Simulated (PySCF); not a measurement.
# Monochlorosilylene (SiHCl): geometry, coupled-cluster ionisations and excitations

The runs use PySCF 2.14.0, with density-fitted response routines of our own; the level of theory stands in each step. All values are computed, except where a source is named. Atoms are numbered from 0 throughout.

### Step 1. The starting structure

3 atoms, charge 0, multiplicity 1; geometry from: GFN2-xTB.

Bonds of the start (Å): Si0–Cl1 2.06, Si0–H2 1.48.

### Step 2. Geometry optimisation at PBE0-D3(BJ)/def2-SVP

What the job is given:

```
{"job": {"xc": "PBE0", "basis": "def2-SVP", "d3": "d3bj", "grid": 1, "kind": "geom"}, "charge": 0, "multiplicity": 1}
Si    -0.308025     0.730172    -0.002457
Cl     1.500312    -0.263695    -0.011244
H     -1.180807    -0.469014     0.001147
```

Run with:

```bash
$ OMP_NUM_THREADS=1 python probes_run.py task.json out
```

The driver reads the jobs from task.json and runs them one after another.

Q: Estimate the wall time and peak memory of this first job on 1 thread of Arm Neoverse V1, shared host.

About 2.1 s, with a peak of 0.25 GiB.
